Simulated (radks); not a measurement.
# P²⁺ in [Ne] 3s2 4f1: an all-electron calculation

One table from this session's results is given with a row withheld; the runs are named, their logs left out.

Method: scalar-relativistic Kohn-Sham, OLYP, spin-unpolarised, spherical densities, finite nucleus. Code: radks (a radial shooting solver on a logarithmic mesh, Libxc functionals) version 1.

**Starting point**

* element: phosphorus (Z = 15)
* charge: +2
* electrons: 13
* configuration: [Ne] 3s2 4f1
* nuclear rms radius: 3.1889 fm

Outer shells as boxes (Hund's rule):

P²⁺
```
[Ne] core
3s [↑↓]
4f [↑ ][  ][  ][  ][  ][  ][  ]
```

Set-up of the first run:

Settings of this run:

```text
Z 15
configuration [Ne] 3s2 4f1
relativity scalar-relativistic
functional optx,lyp
spin unpolarised
nucleus finite rms 3.1889 fm
c 137.035999084
```

Started as:

```console
$ python run_ks.py task.json out
```

This one command runs every case of the session in turn.

One table of the session follows, with a row left open; its other results are not shown here.

It belongs to the step «Shells». Radial moments (bohr):

```
level     <r>  outermost maximum (interpolated)  90 % within  nodes
   1s  0.1036                            0.0677        0.185      0
   2s  0.5169                             0.418        0.810      1
   2p  0.4816                             0.354        0.803      0
   3s       ?                                 ?            ?      ?
   4f   5.811                              5.28         8.47      0
```

Q: Estimate the row for 3s from the others.

The run gave: <r>: 1.680; outermost maximum (interpolated): 1.48; 90 % within: 2.49; nodes: 2. In the column «<r>» it lies between 2s (0.5169) and 4f (5.811).
